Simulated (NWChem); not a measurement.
## Polarisability of hydrogen peroxide (H$_{2}$O$_{2}$)

SMILES: OO
```xyz
4

O     -0.2942     0.6453    -0.0547
O      0.2942    -0.6453    -0.0547
H      0.3673     1.1503     0.4376
H     -0.3673    -1.1503     0.4376
```
Charge 0, spin multiplicity 1.

The numbers come from NWChem runs, not from measurements. The geometry was optimised at PBE0/def2-SVP, a minimum by its harmonic frequencies. It is one conformer; others weren't searched.

Basis set: 6-31G*. The field's frequency is 0.0428 Ha (1065 nm). This basis has no diffuse functions, which lowers polarisabilities.

The correlated methods keep 2 core orbitals frozen. The Pople sets run with spherical d functions. Coupled-cluster values serve here as a point of comparison, not as the truth.

Problem. Order these methods by the isotropic polarisability they give, lowest first: HF, PBE, CCSD linear response.

Solution. CCSD linear response (9.24 bohr³), PBE (9.42 bohr³), HF (9.60 bohr³)
